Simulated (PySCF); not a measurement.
1,2,4-pentatriene, C5H6.
Atom-mapped SMILES: `[CH2:1]=[C:2]=[CH:3][CH:4]=[CH2:5]` (hydrogens: H6, H7 on C1; H8 on C3; H9 on C4; H10, H11 on C5)

Computed, not measured: PBE0/6-31+G* geometry optimisation, gas phase (PySCF 2.14.0).

Some entries are withheld. Bonds in one row agree within 0.01 Å.

```json
{"coordinate": "C1=C2", "value": "?"}
{"coordinate": "C2=C3", "value": "?"}
{"coordinate": "C3–C4", "value": "1.458 Å"}
{"coordinate": "C4=C5", "value": "?"}
{"coordinate": "C1–H6, C1–H7", "value": "1.089 Å"}
{"coordinate": "C3–H8", "value": "1.092 Å"}
{"coordinate": "C4–H9", "value": "1.089 Å"}
{"coordinate": "C5–H10", "value": "1.088 Å"}
{"coordinate": "C5–H11", "value": "1.086 Å"}
{"coordinate": "C2–C1–H6", "value": "?"}
{"coordinate": "H6–C1–H7", "value": "?"}
{"coordinate": "C1–C2–C3", "value": "179.8°"}
{"coordinate": "C2–C3–C4", "value": "124.3°"}
{"coordinate": "C2–C3–H8", "value": "118.4°"}
{"coordinate": "C4–C3–H8", "value": "117.3°"}
{"coordinate": "C3–C4–C5", "value": "123.7°"}
{"coordinate": "C3–C4–H9", "value": "116.4°"}
{"coordinate": "C5–C4–H9", "value": "119.9°"}
{"coordinate": "C4–C5–H10", "value": "121.7°"}
{"coordinate": "C4–C5–H11", "value": "121.4°"}
{"coordinate": "H10–C5–H11", "value": "?"}
```

Problem. Estimate the withheld lengths and angles.

Solution. 
- C1=C2 = 1.306 Å, drawn double (outer carbon of cumulated double bonds to central carbon of cumulated double bonds); 0.11 Å below the sum of covalent radii, 1.42 Å.
- C2=C3 = 1.317 Å, drawn double (central carbon of cumulated double bonds to outer carbon of cumulated double bonds); 0.10 Å below the sum of covalent radii, 1.42 Å.
- C4=C5 = 1.341 Å, drawn double (alkene CH carbon to terminal =CH2 carbon); 0.12 Å below the sum of covalent radii, 1.46 Å.
- C2–C1–H6 = 121.5°, at the outer carbon of cumulated double bonds; the outer atoms are 2.093 Å apart.
- H6–C1–H7 = 117.1°, at the outer carbon of cumulated double bonds; the outer atoms are 1.858 Å apart.
- H10–C5–H11 = 117.0°, at the terminal =CH2 carbon; the outer atoms are 1.853 Å apart.

Radii are Cordero's, carbon taken as 0.76, 0.73 or 0.69 Å for four, three, and two or fewer neighbours.

PBE0/6-31+G* frequencies: not computed here. The numbers are those of one conformer (C2–C3–C4–C5 180°).
